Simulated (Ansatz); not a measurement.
Gas-phase electronic energies from Ansatz, PBE0-D4/def2-TZVP geometries. CCSD(T)/CBS adds triple-zeta CCSD(T) − MP2 to the extrapolated MP2 energy (def2 sets, frozen cores). This one scheme is used for every species. DFT in def2-TZVPP. Each species was taken in one conformer, which may not be the lowest.

Consider the substitution at a C–F bond: `CC(F)S` + CH₃OH → `COC(C)S` + H–F.

(1) Is it downhill or uphill in electronic energy at CCSD(T)/CBS, and by how much? (Estimate.)

(2) What do these levels give: BLYP-D4, r2SCANh-D4, r2SCAN0-D4, BLYP, r2SCANh, RPA@PBE/def2-TZVPP, HF/def2-SVP, CCSD/def2-SVP, CCSD(T)/def2-SVP, HF/def2-TZVPP, MP2/def2-QZVPP, HF/CBS(def2)? (An estimate is asked.)

(3) What do rigid-rotor, harmonic-oscillator terms from PBE0-D4/def2-TZVP frequencies (298.15 K, 1 bar) make of the CCSD(T)/CBS value? (An estimate is asked.)

Largest T1 diagnostic among the species: 0.011.

Answers

(1) Ansatz gave: Downhill: ΔE = -5.6 kcal/mol.

(2) The calculation gave: BLYP-D4 -3.4, r2SCANh-D4 -3.5, r2SCAN0-D4 -3.8, BLYP -0.1, r2SCANh -3.0, RPA@PBE/def2-TZVPP -4.3, HF/def2-SVP -0.8, CCSD/def2-SVP -4.6, CCSD(T)/def2-SVP -5.2, HF/def2-TZVPP 0.1, MP2/def2-QZVPP -7.3, HF/CBS(def2) 0.2 kcal/mol.

(3) The calculation gave: ΔZPE = -1.0 kcal/mol, ΔH = -6.1 kcal/mol, ΔS = -29 J/(mol·K), ΔG = -4.0 kcal/mol.

From BLYP to BHLYP (50 % exact exchange), in def2-TZVPP and without D4, ΔE moves by −1.2 kcal/mol. Leaving LDA and LC-ωPBE aside and taking each functional with its dispersion term where it has one, the values, not all of them listed here, spread over 2.1 kcal/mol, from revPBE-D4 to CAM-B3LYP-D4. LDA lies −3.3 kcal/mol from PBE without D4.
